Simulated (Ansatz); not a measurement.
**SiH₄S (triplet): wave-function methods side by side at distance Si1–H5 along a hydrogen transfer = 1.485 Å, cc-pVDZ**

How much of the correlation energy of SiH₄S (triplet) does each wave-function method recover here?

Program: Ansatz 0.2.0, Gaussian basis. Level of theory: cc-pVDZ, core rule «outside noble gas», up to 10 orbitals frozen. These are calculated values, not measurements.

The runs, in order: UHF; CCSD(T) on ROHF; CCSD(T) on UHF; BCCD(T) on ROHF; CISD; CCSDT(Q) on ROHF; CCSDT(Q) on UHF; CASSCF and MRCISD+Q, 4 electrons in 4 orbitals; CASSCF and NEVPT2, 4 electrons in 4 orbitals.

11 further runs of the same task are left out: 1 for a mislabelled method, 7 that didn't finish, 3 set aside as unsound or not needed.

### Step 1. The system

The geometry derives from fragments relaxed apart (PBE0/def2-TZVP) and kept rigid, so it is no stationary point. A hydrogen atom is moved between rigid fragments.

6 atoms, charge 0, spin multiplicity 3.

Atoms are counted from 1 here; the program's logs count them from 0.

Bond lengths: Si1–H2 1.485 Å, Si1–H3 1.485 Å, Si1–H4 1.485 Å, Si1–H5 1.485 Å. Angles: H2–Si1–H3 109.5°, H2–Si1–H4 109.5°, H2–Si1–H5 109.5°, H3–Si1–H4 109.5°, H3–Si1–H5 109.5°, H4–Si1–H5 109.5°.

### Step 2. UHF

The input, in.yaml:

```yaml
crystal:
  periodic: [false, false, false]
  atoms:
    - {symbol: Si, position_ang: [-1.843498, 0.000000, 0.000000]}
    - {symbol: H, position_ang: [-2.338370, 1.399708, 0.000001]}
    - {symbol: H, position_ang: [-2.338369, -0.699854, 1.212183]}
    - {symbol: H, position_ang: [-2.338370, -0.699854, -1.212182]}
    - {symbol: H, position_ang: [-0.358883, 0.000000, 0.000000]}
    - {symbol: S, position_ang: [1.846502, 0.000000, 0.000000]}
basis:
  gaussian: {orbitals: cc-pVDZ}
magnetization: {spin_polarized: true, initial_magnetization: 2}
hamiltonian: {xc: hf}
output: {orbitals: {seedname: orbitals}}
```

Command:

```sh
ansatz run in.yaml --threads 1 --pin off --events-out ev --progress --plain --max-ram 2393MiB
```

After this run come: CCSD(T) on ROHF; CCSD(T) on UHF; BCCD(T) on ROHF; CISD; CCSDT(Q) on ROHF; CCSDT(Q) on UHF; CASSCF and MRCISD+Q, 4 electrons in 4 orbitals; CASSCF and NEVPT2, 4 electrons in 4 orbitals.

**Question.** What will the summary of the whole plan be? Wanted: UCCSDT(Q) below the RHF energy; RMP2 from UCCSDT(Q); UMP2 from UCCSDT(Q); RCCSD from UCCSDT(Q); RCCSD(T) from UCCSDT(Q); UCCSD(T) from UCCSDT(Q); RCCSDT(Q) from UCCSDT(Q); MRCISD+Q pair from UCCSDT(Q); T1 diagnostic.

As calculated:

| quantity | value |
| --- | --- |
| UCCSDT(Q) below the RHF energy | -7.1701 eV |
| RMP2 from UCCSDT(Q) | +33.68 kcal/mol |
| UMP2 from UCCSDT(Q) | +34.18 kcal/mol |
| RCCSD from UCCSDT(Q) | +3.30 kcal/mol |
| RCCSD(T) from UCCSDT(Q) | +0.71 kcal/mol |
| UCCSD(T) from UCCSDT(Q) | +0.69 kcal/mol |
| RCCSDT(Q) from UCCSDT(Q) | +0.01 kcal/mol |
| MRCISD+Q pair from UCCSDT(Q) | +0.58 kcal/mol |
| levels within 1 kcal/mol (43 meV) | RCCSD(T), UCCSD(T), BCCD(T), RCCSDT, UCCSDT, RCCSDT(Q), MRCISD+Q pair |
| T1 diagnostic | 0.013 |

In words: RCCSD(T) lands +0.71 kcal/mol from the yardstick (0.4 % of the correlation energy). These misses are within one basis, not against nature; the frozen cores of restricted and unrestricted runs differ, which can shift their rows.
